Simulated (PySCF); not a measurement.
**Adding and removing an electron: AlCl**

PBE0; Al def2-TZVP, Cl def2-TZVP; no relativity (PySCF 2.14). Neutral (UKS): singlet (closed shell), Re = 2.146 Å, ωe = 474 cm⁻¹, De = 5.16 eV, HOMO -7.00 eV, LUMO -1.65 eV.

AlCl⁺ (UKS): doublet (σ ↑), Re = 2.024 Å, ωe = 599 cm⁻¹, De = 2.14 eV to Al⁺ + Cl. The energies at the minima are -702.43604 hartree for AlCl and -702.10143 for AlCl⁺.

Question: Work out the adiabatic ionisation energy, without and with harmonic zero-point energies (1 hartree = 27.2114 eV, 1 eV = 8065.5 cm⁻¹), and the change of the bond length.

Answer: At PBE0: 0.33461 hartree = 9.105 eV between the minima; the zero-point term (599.0 − 474.0)/2 cm⁻¹ = +0.008 eV makes it 9.113 eV. Re changes by -12.2 pm against the neutral. Minus the HOMO energy is 7.00 eV, -2.11 eV from the value between the minima; self-interaction puts the Kohn–Sham level too high, less so with exact exchange. The electron leaves a σ orbital, and the shorter bond of the ion fits an antibonding orbital, or a change in how ionic the bond is.

For an ion De counts to the pair picked by the measured ionisation energies or electron affinities, which need not be the lowest pair at this level. States were picked by a PBE0 search and need not be the measured ground states.
